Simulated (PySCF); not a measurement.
Species: `C#CC(F)(F)F`. The columns A, B, C and D hold Mulliken, IAO, Hirshfeld and ESP-fitted charges (e) of one PBE0/pcSseg-2 density (PySCF), in a shuffled order. Coordinates in Å (PBE0-D3(BJ)/def2-TZVP); the density's dipole moment is (2.36, -0.02, -0.02) D.

| atom | x | y | z | A | B | C | D |
| --- | --- | --- | --- | --- | --- | --- | --- |
| C1 | 1.748 | -0.022 | -0.021 | -0.050 | -0.316 | -0.108 | -0.149 |
| C2 | 0.553 | -0.008 | -0.013 | -0.070 | -0.061 | -0.092 | -0.085 |
| C3 | -0.908 | 0.006 | -0.001 | +0.265 | +0.591 | +0.803 | +0.830 |
| F4 | -1.407 | -0.730 | -0.997 | -0.087 | -0.176 | -0.229 | -0.272 |
| F5 | -1.386 | -0.485 | 1.146 | -0.087 | -0.177 | -0.229 | -0.273 |
| F6 | -1.381 | 1.247 | -0.138 | -0.087 | -0.176 | -0.229 | -0.272 |
| H7 | 2.814 | -0.035 | -0.027 | +0.115 | +0.313 | +0.084 | +0.221 |

Which column most likely holds the ESP-fitted charges?

B. Σ q r misses the density's dipole by 0.02 D (B), 0.82 D (A), 1.00 D (D), 1.28 D (C). Charges fitted to the outside potential are the only set here that is tied to the molecule's multipoles.

And the Hirshfeld charges?

A. The mean sizes are 0.109 e (A), 0.254 e (C), 0.258 e (B), 0.300 e (D), and Hirshfeld charges are commonly the smallest of these schemes.

As computed, A = Hirshfeld, B = ESP-fitted, C = Mulliken, D = IAO.

The ESP scheme fits charges at the nuclei, held to the total charge, to the electrostatic potential on points at 1.4 to 2.0 times the van der Waals radii. The Mulliken scheme gives each basis function's population to the atom it is centred on and halves the overlap population of two atoms between them.

Isolated species at its PBE0-D3(BJ)/def2-TZVP geometry, gas phase.
